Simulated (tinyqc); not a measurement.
RHF in the sto-6g basis, for OH-, spin multiplicity 1, step by step. The basis has no diffuse functions, so it cannot describe the extra electron: this is an exercise in the method, not the real anion. One step of it, computed by the program tinyqc.

Task: Iteration 2: building the Fock matrix. J_ij = sum D_kl (ij|kl), K_ij = sum D_kl (ik|jl); F = H + J - 0.5 K; E = tr D H + tr D J / 2 - 0.25 tr D K + E_nn.

D after iteration 1:
```
            1O 1s      1O 2s    1O 2px    1O 2py     1O 2pz      2H 1s
1O 1s    2.112134  -0.494407  0.000000  0.000000   0.071826   0.023126
1O 2s   -0.494407   2.264666  0.000000  0.000000  -0.478273  -0.383116
1O 2px   0.000000   0.000000  2.000000  0.000000   0.000000   0.000000
1O 2py   0.000000   0.000000  0.000000  2.000000   0.000000   0.000000
1O 2pz   0.071826  -0.478273  0.000000  0.000000   0.692701   0.785394
2H 1s    0.023126  -0.383116  0.000000  0.000000   0.785394   0.903822
```

core Hamiltonian H = T + V (hartree):
```
             1O 1s      1O 2s     1O 2px     1O 2py     1O 2pz      2H 1s
1O 1s   -32.508192  -7.180693   0.000000   0.000000  -0.017895  -1.901839
1O 2s    -7.180693  -8.724890   0.000000   0.000000  -0.195841  -3.759845
1O 2px    0.000000   0.000000  -6.989909   0.000000   0.000000   0.000000
1O 2py    0.000000   0.000000   0.000000  -6.989909   0.000000   0.000000
1O 2pz   -0.017895  -0.195841   0.000000   0.000000  -7.127584  -2.577064
2H 1s    -1.901839  -3.759845   0.000000   0.000000  -2.577064  -4.889936
```

Two-electron integrals (ij|kl) in chemists' order, unique and non-zero (hartree):
```
(11|11) 4.787491   (21|11) 0.675884   (21|21) 0.121505   (22|11) 1.117379
(22|21) 0.249212   (22|22) 0.817383   (31|31) 0.025762   (32|31) 0.039145
(32|32) 0.180664   (33|11) 1.117381   (33|21) 0.249212   (33|22) 0.817382
(33|33) 0.880663   (41|41) 0.025762   (42|41) 0.039145   (42|42) 0.180664
(43|43) 0.047461   (44|11) 1.117381   (44|21) 0.249212   (44|22) 0.817382
(44|33) 0.785741   (44|44) 0.880663   (51|51) 0.025762   (52|51) 0.039145
(52|52) 0.180664   (53|53) 0.047461   (54|54) 0.047461   (55|11) 1.117381
(55|21) 0.249212   (55|22) 0.817382   (55|33) 0.785741   (55|44) 0.785741
(55|55) 0.880663   (61|11) 0.189903   (61|21) 0.032699   (61|22) 0.065524
(61|33) 0.065380   (61|44) 0.065380   (61|51) 0.001591   (61|52) 0.003096
(61|55) 0.065811   (61|61) 0.008970   (62|11) 0.432108   (62|21) 0.097578
(62|22) 0.350729   (62|33) 0.345139   (62|44) 0.345139   (62|51) 0.007739
(62|52) 0.055375   (62|55) 0.361909   (62|61) 0.026351   (62|62) 0.181951
(63|31) 0.011216   (63|32) 0.061850   (63|53) 0.011610   (63|63) 0.026765
(64|41) 0.011216   (64|42) 0.061850   (64|54) 0.011610   (64|64) 0.026765
(65|11) 0.297889   (65|21) 0.068266   (65|22) 0.261710   (65|33) 0.249700
(65|44) 0.249700   (65|51) 0.016075   (65|52) 0.101621   (65|55) 0.285731
(65|61) 0.019350   (65|62) 0.165149   (65|65) 0.175355   (66|11) 0.551459
(66|21) 0.126813   (66|22) 0.517827   (66|33) 0.496877   (66|44) 0.496877
(66|51) 0.013923   (66|52) 0.132813   (66|55) 0.559727   (66|61) 0.034669
(66|62) 0.329113   (66|65) 0.341800   (66|66) 0.774999
```

nuclear repulsion = 4.61659508 hartree

Give: Coulomb J; exchange K; Fock matrix F; total energy of this density.

Result:

Coulomb J (hartree):
```
         1O 1s  1O 2s  1O 2px  1O 2py  1O 2pz  2H 1s
1O 1s   17.862  3.190   0.000   0.000  -0.002  0.863
1O 2s    3.190  8.414   0.000   0.000   0.070  3.609
1O 2px   0.000  0.000   8.422   0.000   0.000  0.000
1O 2py   0.000  0.000   0.000   8.422   0.000  0.000
1O 2pz  -0.002  0.070   0.000   0.000   8.398  2.715
2H 1s    0.863  3.609   0.000   0.000   2.715  5.449
```

exchange K (hartree):
```
        1O 1s   1O 2s  1O 2px  1O 2py  1O 2pz  2H 1s
1O 1s   9.834   1.544   0.000   0.000   0.006  0.445
1O 2s   1.544   2.696   0.000   0.000  -0.063  1.221
1O 2px  0.000   0.000   2.310   0.000   0.000  0.000
1O 2py  0.000   0.000   0.000   2.310   0.000  0.000
1O 2pz  0.006  -0.063   0.000   0.000   1.755  0.925
2H 1s   0.445   1.221   0.000   0.000   0.925  1.465
```

Fock matrix F (hartree):
```
          1O 1s   1O 2s  1O 2px  1O 2py  1O 2pz   2H 1s
1O 1s   -19.564  -4.763   0.000   0.000  -0.022  -1.261
1O 2s    -4.763  -1.659   0.000   0.000  -0.094  -0.762
1O 2px    0.000   0.000   0.277   0.000   0.000   0.000
1O 2py    0.000   0.000   0.000   0.277   0.000   0.000
1O 2pz   -0.022  -0.094   0.000   0.000   0.393  -0.325
2H 1s    -1.261  -0.762   0.000   0.000  -0.325  -0.173
```

total energy of this density = -74.75844 hartree
